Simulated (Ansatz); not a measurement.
Input file:

```yaml
crystal:
  periodic: [false, false, false]
  atoms:
    - {symbol: F, position_ang: [0.000000, 0.000000, -1.413044]}
    - {symbol: C, position_ang: [0.000000, 0.000000, -0.136834]}
    - {symbol: Si, position_ang: [0.000000, 0.000000, 1.549877]}
basis:
  gaussian: {orbitals: "6-31G*"}
total_charge: 1
magnetization: {spin_polarized: true, initial_magnetization: 2}
correlation: {method: bccd_t, electrons: valence}
output: {forces: true}
```

```sh
$ ansatz run in.yaml --threads 1 --pin off --events-out ev --progress --plain --max-ram 2393MiB
```

Log:

```
434 factors; integrals over basis functions are off by at most 1.4e-3 eV
mean field evaluation 1: about -11582.0688 eV, gradient 3.2e1 eV
mean field evaluation 2: about -11582.1064 eV, gradient 3.2e1 eV
mean field evaluation 4: about -11586.4425 eV, gradient 3.1e0 eV
mean field evaluation 8: about -11586.5600 eV, gradient 2.3e-1 eV
mean field evaluation 16: about -11586.5611 eV, gradient 2.0e-6 eV
mean field evaluation 32: about -11585.1769 eV, gradient 5.8e0 eV
mean field evaluation 64: about -11584.0672 eV, gradient 1.5e0 eV
mean field evaluation 96: about -11583.6687 eV, gradient 3.3e-1 eV
mean field evaluation 128: about -11583.6658 eV, gradient 3.2e-1 eV
mean field evaluation 160: about -11577.6431 eV, gradient 3.7e1 eV
mean field -11586.56111044 eV, -425.7982671553 hartree, gradient 2.0e-6 eV, S^2 2.025476; 6 other end points of the search recorded, 0 dependent functions left out
determinant -11586.56111044 eV, -425.7982671553 hartree, with singles and doubles -11595.84012488 eV, -426.1392646467 hartree
determinant -11584.23155283 eV, -425.7126574925 hartree, with singles and doubles -11593.51253132 eV, -426.0537271611 hartree
7 core orbitals not correlated: weight in the atoms' cores, before any rotation towards them, 1.000 or more for the frozen orbitals, at most 0.000 for the correlated occupied ones
reference -11586.56111044 eV, -425.7982671553 hartree; 8, 6 occupied and 34, 36 virtual orbitals, 434 factors
second order -8.53827927 eV of doubles, -0.00000000 eV of singles
cycle   1  -9.22833055 eV  change    5.1e-2 eV  update   2.0e-2
cycle   2  -9.22233229 eV  change    6.0e-3 eV  update   6.1e-3
cycle   3  -9.22608131 eV  change   -3.7e-3 eV  update   2.2e-3
cycle   4  -9.22327890 eV  change    2.8e-3 eV  update   8.1e-4
cycle   5  -9.22330611 eV  change   -2.7e-5 eV  update   3.5e-4
cycle   6  -9.22354827 eV  change   -2.4e-4 eV  update   1.7e-4
cycle   7  -9.22350213 eV  change    4.6e-5 eV  update   7.2e-5
cycle   8  -9.22345994 eV  change    4.2e-5 eV  update   2.5e-5
cycle   9  -9.22345050 eV  change    9.4e-6 eV  update   7.7e-6
cycle  10  -9.22344968 eV  change    8.2e-7 eV  update   3.2e-6
cycle  11  -9.22344655 eV  change    3.1e-6 eV  update   1.1e-6
cycle  12  -9.22344669 eV  change   -1.4e-7 eV  update   5.1e-7
perturbative correction -0.37083026 eV, -0.0136277607 hartree
the calculation of the forces begins
mean field evaluation 192: about -11586.5611 eV, gradient 2.0e-6 eV
Total energy: -11596.15538739 eV, -426.1508503302 hartree
Atom 0 at     0.000000     0.000000    -1.413044 Å, force    -0.000000     0.000000     1.298545 eV/Å
Atom 1 at     0.000000     0.000000    -0.136834 Å, force    -0.000000    -0.000000    -4.739319 eV/Å
Atom 2 at     0.000000     0.000000     1.549877 Å, force     0.000000    -0.000000     3.440774 eV/Å
Dipole moment:     0.000000     0.000000     0.540967 e Å
```

Forces (eV/Å):
```
F    0.000  0.000  1.299
C    0.000  0.000 -4.739
Si   0.000  0.000  3.441
```

Ran on 1 thread of Arm Neoverse V2, shared host: 8.5 s wall, 0.21 GiB peak host memory.
